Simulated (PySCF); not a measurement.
Two species compared at the same levels of theory.

First species: C3H3Cl.
Geometry (PBE0-D3(BJ)/def2-TZVP, Å), atoms numbered from 1 in this order:
```xyz
7
C3H3Cl angstrom
C     -1.3285   -0.1282    0.2388
C     -0.0483   -0.0664    0.0331
C      1.2335   -0.0225   -0.1642
Cl     2.0162    1.2815   -0.9878
H     -1.9881   -0.6005   -0.4826
H     -1.7781    0.2904    1.1342
H      1.9093   -0.7966    0.1760
```

Second species: 2-chloropropionitrile, C3H4ClN.
SMILES: `C[C@@H](Cl)C#N`

Levels: B97-2/pcSseg-2 for dipole moment, HOMO energy, LUMO energy and HOMO–LUMO gap; PBE0-D3(BJ)/def2-TZVP for rotational constant A and rotational constant C. Geometries: PBE0-D3(BJ)/def2-TZVP. Each structure is a single optimised conformer of the isolated species, non-relativistic unless stated; the electronic structure was computed with PySCF and density fitting.

Which has the higher HOMO–LUMO gap?

The second: 8.09 eV against 6.31 eV, a difference of 1.78 eV.

Which of the two has the higher HOMO energy, and by how much?

The first: -7.16 eV against -8.92 eV, a difference of 1.76 eV.

Which of the two has the higher rotational constant C, and by how much?

The first: 2.679 GHz against 2.162 GHz, a difference of 0.517 GHz.

Which of the two has the higher dipole moment, and by how much?

The second: 3.68 D against 1.72 D, a difference of 1.96 D.

Which has the higher rotational constant A?

The first: 33.408 GHz against 6.022 GHz, a difference of 27.386 GHz.

On the first: In atomic units the dipole is 0.68 e·bohr (1 au = 2.5417 D). A dipole of 1.72 D is allowed in Cs, and pure rotational transitions are dipole-allowed. Isolated species at its PBE0-D3(BJ)/def2-TZVP geometry, gas phase.

On the second: A dipole of 3.68 D is allowed in C1, and pure rotational transitions are dipole-allowed. The dipole matches unit charges of opposite sign 0.77 Å apart (1 e·Å = 4.8032 D). Isolated species at its PBE0-D3(BJ)/def2-TZVP geometry, gas phase.
